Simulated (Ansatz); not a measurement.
Rock-salt ZrC, treated with PBEsol (Ansatz, an electronic-structure program, plane waves, PAW).

Settings: plane-wave cutoff 520 eV, 16×16×16 k mesh, Fermi–Dirac smearing 0.1 eV, perturbation theory, force constants from a 4×4×4 q mesh, scalar-relativistic PAW data made under PBE.

Computed at the level's own relaxed cell.

```
ZrC
1.0
    0.00000     2.33454     2.33454
    2.33454     0.00000     2.33454
    2.33454     2.33454     0.00000
Zr C
1 1
Cartesian
  0.00000   0.00000   0.00000
  2.33454   2.33454   2.33454
```

Harmonic phonon frequencies (cm⁻¹; i marks an imaginary mode):

| q point | frequencies |
|---|---|
| Γ | [?] |

**Question.** What belongs in the gaps?

**Answer.** 
- Γ, frequencies: 0 0 0 443 443 443
